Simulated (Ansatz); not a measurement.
A made-up structure of C2H2B, doublet:

B1  (0.032, -0.008, 0.102)
C2  (-0.995, 0.880, -0.400)
C3  (0.879, -0.715, 0.626)
H4  (-1.478, 1.147, -1.305)
H5  (1.618, -1.334, 1.079)
(Å)

It is relaxed with PBE-D4/def2-SVP and then PBE0-D4/def2-TZVP (Ansatz 0.2.0). Atoms count as bonded within 1.22 times the sum of their covalent radii (H–H: 0.88 Å). The end point is not checked to be a true minimum.

Question: Does its bonding change? (Judge from chemistry; the calculation decides.)

Answer: Computed: No: no bond forms or breaks.

Where it ends: The first stage lowers the energy by 1.00 eV in 5 steps. It ends as C₂H₂B ([CH][B][CH]):
```
atom    x (Å)    y (Å)    z (Å)
  B1   0.0060  -0.0019   0.0177
  C2  -0.9223   0.7537  -0.6453
  C3   0.9460  -0.7668   0.6903
  H4  -1.6480   1.3437  -1.1655
  H5   1.6734  -1.3592   1.2061
```

Labels in which every atom is bracketed show which atoms are joined, not bond orders.

For scale, one of the runs: PBE0-D4/def2-TZVP relaxation, 105 basis functions, launched by `ansatz run in.yaml --threads 2 --pin off --events-out ev --progress --plain --max-ram 4352MiB`. The run took about 3 min on 2 CPU threads of an Intel Xeon Platinum 8488C (shared host).
